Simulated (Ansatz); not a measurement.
We consider 1T (CdI2-type) CdI2, described by LDA (plane waves, PAW; Ansatz, a quantum-chemistry and plane-wave program).

Run with plane-wave cutoff 520 eV, 12×12×6 k mesh (along the axes of the cell as run), scalar-relativistic PAW data made under PBE.

Cell (measured lattice):

```yaml
crystal:
  lattice:
    - [4.24400, 0.00000, 0.00000]
    - [-2.12200, 3.67541, 0.00000]
    - [0.00000, 0.00000, 6.85900]
  atoms:
    - { symbol: Cd, position: [0.00000, 0.00000, 0.00000] }
    - { symbol: I, position: [0.66667, 0.33333, 0.24280] }
    - { symbol: I, position: [0.33333, 0.66667, 0.75720] }
```

**Question.** Estimate the Young modulus, elastic constant C44, elastic constant C66, Poisson ratio, elastic constant C11, elastic constant C12, elastic constant C13 and elastic constant C33 that the calculation returns.

**Answer.** 
* **Young modulus**: 16.2 GPa
* **elastic constant C44**: 3.11 GPa
* **elastic constant C66**: 12.3 GPa
* **Poisson ratio**: 0.244
* **elastic constant C11**: 38.1 GPa
* **elastic constant C12**: 13.4 GPa
* **elastic constant C13**: 3.04 GPa
* **elastic constant C33**: 8.29 GPa

Note: the cell isn't this level's own, so it is under some stress, which shifts stiffness and frequencies.

Elastic constants are with the ions relaxed.

Spin–orbit coupling is not included.

Computed values are for the static lattice.
